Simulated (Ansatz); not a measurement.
Program: Ansatz 0.2.0.

Basis-set series for `ClC1=NCO1`. The species carries charge 0 and has multiplicity 1. The geometry is a stationary point of PBE0-D4/def2-TZVP.

| functional | basis | functions | energy (Eh) | HOMO (eV) | LUMO (eV) |
| --- | --- | --- | --- | --- | --- |
| PBE0-D4 | def2-SVP | 84 | -666.85417 | -8.13 | 0.09 |
| PBE0-D4 | def2-QZVPP | 358 | -667.27720 | -8.29 | -0.22 |
| ωB97M-V | def2-SVP | 84 | -667.14193 | -10.37 | 2.42 |
| ωB97M-V | def2-QZVPP | 358 | -667.56872 | -10.57 | 1.96 |

(1) Give the rows for def2-TZVPP. (Best estimate.)

Results:

(1) The calculation gave: 
```csv
functional,basis,functions,energy (Eh),HOMO (eV),LUMO (eV)
PBE0-D4,def2-TZVPP,194,-667.25272,-8.25,-0.14
ωB97M-V,def2-TZVPP,194,-667.54555,-10.52,2.12
```

Positive LUMOs are unbound and depend on the basis.
